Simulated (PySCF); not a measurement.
C3H7, SMILES C[CH]C (connectivity only; charge and spin as stated), charge +1, multiplicity 1. The structure is a stationary point at PBE-D3(BJ)/def2-TZVP. The multiplicity is an assumed one; other spin states were not compared. The isomer is the one that the SMILES or the coordinates give; other isomers of the formula were not compared.

Method: PBE-D3(BJ)/def2-TZVP run with PySCF 2.14.0.

Harmonic wavenumbers (cm⁻¹): 101, 137, 411, 596, 725, 894, 923, 1065, 1160, 1203, 1223, 1259, 1309, 1318, 1381, 1428, 1512, 2816, 2828, 2954, 2958, 3051, 3105, 3108. Rotational constants (GHz): 41.17, 8.517, 7.689; symmetry number 2.

Work out the zero-point energy and the ideal-gas rigid-rotor harmonic-oscillator thermochemistry at 298.15 K and 1 atm.

ZPE = ½ Σ hcν = ½ × 37465 cm⁻¹ = 53.56 kcal/mol. H − E(el) = 57.31 kcal/mol. Entropy in cal/(mol K): translation 37.21, rotation 20.93, vibration 8.54, total 66.68. G − E(el) = 37.43 kcal/mol. Cp = 17.73 cal/(mol K). Modes under 150 cm⁻¹ make the vibrational entropy uncertain.
